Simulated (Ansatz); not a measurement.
What does this script print? It uses Ansatz's Python interface.

`c4h5ns.xyz`
```text
11

N     2.76630   -0.87250   -0.32810
C     1.82540   -0.39500    0.15660
C     0.65100    0.23180    0.73260
C    -0.40190    0.75680   -0.28400
C    -1.14980   -0.59580   -0.35920
S    -0.57630   -0.99910    1.32200
H     0.91120    0.97860    1.49090
H    -1.01980    1.57260    0.11800
H    -0.00310    1.10900   -1.24240
H    -2.23330   -0.50830   -0.47930
H    -0.76970   -1.27820   -1.12700
```

The script, `opt_c4h5ns.py`:
```python
import itertools

import ansatz as az
from ase.data import atomic_numbers, covalent_radii
import numpy as np

molecule = az.Crystal.molecule_from_extxyz("c4h5ns.xyz")

setup = (
    molecule.calculation()
    .basis(gaussian="6-31G*")
    .functional("B3LYP")
)
symbols = [site.symbol for site in molecule.cartesian_sites]
start = np.array([site.position_ang for site in molecule.cartesian_sites], dtype=float)
def progress(event):
    if event["event"] == "relax_step":
        row = event["data"]
        print(f"step {row['step']:3d}  E = {row['lagrangian_ev']:.6f} eV  largest force component {row['allowed_force_max_ev_ang']:.4f} eV/A")


r = setup.relax(force_tolerance=0.005, max_steps=100).session().plan().execute(on_event=progress).report
end = np.array(r["positions_ang"])

for key in ("converged", "free_energy_ev", "reference_energy_ev", "n_frozen", "n_occupied", "n_virtual"):
    print(f"{key:22s} {r[key]}")

radius = [covalent_radii[atomic_numbers[s]] for s in symbols]
span = lambda where, i, j: np.linalg.norm(where[i] - where[j])
bonded = [(i, j) for i, j in itertools.combinations(range(len(symbols)), 2) if min(span(start, i, j), span(end, i, j)) < 1.2 * (radius[i] + radius[j])]
print("pair        before    after (A)")
for i, j in bonded:
    print(f"{symbols[i]}{i}-{symbols[j]}{j}".ljust(10), f"{span(start, i, j):8.4f} {span(end, i, j):8.4f}")
```

```console
$ python opt_c4h5ns.py
step   1  E = -16553.426461 eV  largest force component 1.0739 eV/A
step   2  E = -16553.533875 eV  largest force component 0.4871 eV/A
step   3  E = -16553.548155 eV  largest force component 0.2231 eV/A
step   4  E = -16553.552959 eV  largest force component 0.0547 eV/A
step   5  E = -16553.554615 eV  largest force component 0.0730 eV/A
step   6  E = -16553.556044 eV  largest force component 0.0535 eV/A
step   7  E = -16553.556480 eV  largest force component 0.0208 eV/A
step   8  E = -16553.556521 eV  largest force component 0.0062 eV/A
step   9  E = -16553.556525 eV  largest force component 0.0040 eV/A
converged              True
free_energy_ev         -16553.55673997301
reference_energy_ev    -16553.55673997301
n_frozen               0
n_occupied             [26, 26]
n_virtual              [78, 78]
pair        before    after (A)
N0-C1        1.1611   1.1619
C1-C2        1.4505   1.4580
C2-C3        1.5549   1.5595
C2-S5        1.8354   1.8723
C2-H6        1.0956   1.0930
C3-C4        1.5474   1.5429
C3-H7        1.0995   1.0929
C3-H8        1.0962   1.0935
C4-S5        1.8215   1.8598
C4-H9        1.0936   1.0916
C4-H10       1.0953   1.0925
```

What to keep in mind:
- These settings explore the input space; basis and method may be short of convergence.
- The end point is the stationary point reached from this start; no frequency run checks that it is a minimum, and the basis set is modest.
- b3lyp holds the VWN-RPA fit, as in Gaussian; the form of ORCA and Turbomole is b3lyp5.
- The whole script took 2.9 min on 1 thread of AMD EPYC 7571 (shared host), peak memory 0.33 GiB.
